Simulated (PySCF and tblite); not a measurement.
The numbers below are computed, except where a source is named.
System: C₄H₁₁S (charge +1), numbered as in [CH3:1][CH2:2][S+:3]([CH3:4])[CH3:5].

For the rotation about the C2–S3 bond (torsion C1–C2–S3–C4 from 177° to 54°, falling): electronic barrier 3.17 kcal/mol, zero-point change 0.17 kcal/mol, thermal and entropy terms at 350 K a further 0.99 kcal/mol (symmetry numbers apart). The minimum is C1, the saddle C1. Geometries: PBE0-D3(BJ)/def2-SVP; energies: PBE0/pcSseg-1 + D3(BJ); zero-point and thermal terms from GFN2-xTB harmonic modes (soft modes blended into free rotors). Rate constants are transition-state-theory values, counting equivalent paths, without tunnelling. Run with tblite and PySCF.

(1) How many equivalent paths lead out of the minimum?

(2) Work out the rate at 350 K.

The ion is treated without a counter-ion.

Answers

(1) 1: the symmetry number of the minimum is 1, that of the saddle displaced along its mode 1.

(2) ΔG‡ = 4.33 kcal/mol; k_B T/h = 7.3×10¹² s⁻¹; exp(−ΔG‡/RT) = 0.002; times 1 gives k = 1.4×10¹⁰ s⁻¹. Wigner's tunnelling factor for the 90i cm⁻¹ mode would be 1.01.
